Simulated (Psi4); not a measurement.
Process, species as SMILES: P (PH3) → [PH2-] + H+
B3LYP-D3(BJ)/def2-TZVP geometries, fixed; electronic energies without zero-point terms.

Effect of the treatment of two-electron integrals at PBE/cc-pV(T+d)Z with Psi4, against the last row, where the deprotonation energy is 378.95 kcal/mol.

```json
[
 {"setting": "scf_type: df", "largest shift of a total energy (mEh)": "-0.025", "shift of the deprotonation energy (kcal/mol)": "0.003"},
 {"setting": "scf_type: cd", "largest shift of a total energy (mEh)": "-0.017", "shift of the deprotonation energy (kcal/mol)": "0.002"},
 {"setting": "scf_type: pk", "largest shift of a total energy (mEh)": "0.000", "shift of the deprotonation energy (kcal/mol)": "0.000"}
]
```

Within 0.02 kcal/mol in the deprotonation energy: scf_type: df; scf_type: cd. The largest shift is 0.025 mEh in a total energy and 0.003 kcal/mol in the difference.
